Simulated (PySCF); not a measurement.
**Partial charges of [SiH3]-**

Species: [SiH3]- (charge -1).
Z-matrix (Å and degrees, PBE0-D3(BJ)/def2-SVP geometry), rows numbered from 1:
```
Si
H   1  1.5599
H   1  1.5599  2   92.85
H   1  1.5608  2   92.72  3   -92.88
```

Density: PBE0/pcSseg-1 (PySCF); schemes: Mulliken, IAO, Hirshfeld and ESP-fitted. Isolated species at its PBE0-D3(BJ)/def2-SVP geometry, gas phase. The pcSseg-1 basis has no diffuse functions, a weakness for an anion. The HOMO energy is positive at this level (+0.40 eV), so the outermost electrons may be held by the finite basis alone.

Task: Atoms with like bonding are taken together and averaged. At which atom do the 4 schemes differ most?

Result: At Si1: from -0.883 (ESP-fitted) to -0.319 e (Mulliken), 0.564 e apart.

Task: For which atoms does the sign change between the 4 schemes (beyond +0.03 e in one, beyond −0.03 e in another)?

Result: For none.

Task: What partial charge does each atom carry?

Result: In e; atoms taken as equivalent share a row and are averaged (×n: the atom named and its like, n in all):

| atom | environment | Mulliken | IAO | Hirshfeld | ESP-fitted |
| --- | --- | --- | --- | --- | --- |
| Si1 | silicon bonded to 3 H | -0.319 | -0.479 | -0.416 | -0.883 |
| H2/H3/H4 | hydrogen on Si1 | -0.227 | -0.174 | -0.195 | -0.039 |

Mean size of the charges over all atoms: Mulliken 0.250 e, ESP-fitted 0.250 e, IAO 0.250 e, Hirshfeld 0.250 e. Each set sums to the total charge, -1, to within 0.001 e. The IAO scheme counts the electrons in orthogonalised intrinsic atomic orbitals, a minimal basis polarised so that it spans the occupied orbitals exactly. The Mulliken scheme counts on each atom the diagonal of the density matrix times the overlap matrix over that atom's basis functions.

Task: Sum the charges by element, for elements with more than one atom.

Result: 
```json
{"element": "H", "atoms": "3", "Mulliken": "-0.681", "IAO": "-0.521", "Hirshfeld": "-0.584", "ESP-fitted": "-0.117"}
```

Task: How many electrons does the ESP-fitted scheme count on Si1?

Result: Z − q = 14 − (-0.883) = 14.883.
